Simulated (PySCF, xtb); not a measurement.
AlF3, SMILES [F][Al]([F])[F].

xtb with GFN2-xTB at its own geometry gives an orbital gap of 5.53 eV and a dipole moment of 0.00 D.

The structure is a stationary point at TPSSh-D3(BJ)/def2-TZVP. The isomer is the one that the SMILES or the coordinates give; other isomers of the formula were not compared.

What does PySCF with PBE/def2-TZVPD give? (An estimate is asked for; the answer gives what the named calculation found.)

gap 7.11 eV (levels -9.70 and -2.59 eV), dipole 0.00 D.
